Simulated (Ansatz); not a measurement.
Species: NH$_{3}$, charge 0, singlet. NH3 (azane, SMILES N).
B3LYP-D3(BJ)/def2-TZVP minimum from Ansatz (a program for electronic structure):
```xyz
4

N      0.0022    -0.0038     0.1116
H     -0.0020     0.9512    -0.2281
H      0.8095    -0.4644    -0.2929
H     -0.8232    -0.4600    -0.2599
```
Charge 0, spin multiplicity 1.

Wanted: atomisation energy (electronic, to ground-state atoms), in kJ/mol. Radicals and triplets start from unrestricted determinants; spin-orbit coupling is neglected. CBS(X,Y): correlation extrapolated as X^-3, Hartree-Fock from the larger set (Q,5: extrapolated as (X+1)exp(-9√X)). A bracket is a step between two methods taken in the basis named. Functionals run without relativity, which enters their misses. Double hybrids freeze cores in their MP2 part. 'core' is core correlation in cc-pwCVTZ, 'X2C' scalar relativity in cc-pVTZ-DK, both at CCSD(T). For partners of very few electrons the exact lower level stands in for a higher one.

CCSD(T)/CBS(cc-pVQZ,cc-pV5Z) + [CCSDT(Q) - CCSD(T)]/cc-pVQZ + [CCSDTQ - CCSDT(Q)]/cc-pVDZ + core + X2C (Ansatz) gives 1246.9 kJ/mol.

Problem. What does PBE/def2-TZVPD (Ansatz) give here, and how do the other levels compare?

Solution. PBE gives 1258.4 kJ/mol, 11.5 kJ/mol above it. Differences of the others: PBE0/def2-TZVPD (Ansatz) -18.1; B2PLYP/def2-TZVPD (Ansatz) -17.2; CCSD(T)/CBS(cc-pVQZ,cc-pV5Z) + core + X2C (Ansatz) -0.2 kJ/mol. Nearer than PBE: CCSD(T)/CBS(cc-pVQZ,cc-pV5Z) + core + X2C.
